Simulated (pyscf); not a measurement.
Structures and frequencies: ωB97X-D3(BJ)/def2-SVP in PySCF.

**Question.** Estimate the classical barrier height and the reaction energy of H₃C–SH + [HS–Zn]• → HS–Zn–SH + methyl (CH₃•) at ωB97M-D3(BJ)/def2-TZVP. The step runs on the doublet surface, breaks C–S and forms S–Zn; take the separated reactants as zero.

**Answer.** ΔE‡ = 8.2 kcal/mol, ΔE = -4.3 kcal/mol. Zero-point energy shifts the barrier by -1.3 kcal/mol. It is a substitution at S, with an imaginary mode of 415i cm⁻¹. On the reactant side the descent ends in an adduct with a S–Zn contact, 11.5 kcal/mol under the separated species and 16.7 kcal/mol under the saddle at ωB97X-D3(BJ)/def2-TZVP. What is counted as formed (S–Zn) is already present as a longer contact in the reactant adduct; forming that adduct is a step of its own. At ωB97X-D3(BJ)/def2-TZVP the barrier from the zero used here is 5.2 kcal/mol. This is the saddle that the search found; another between the same sides may lie lower. The angle at the attacked S is 173°. Elements up to Kr have no core potential and no relativistic terms here.
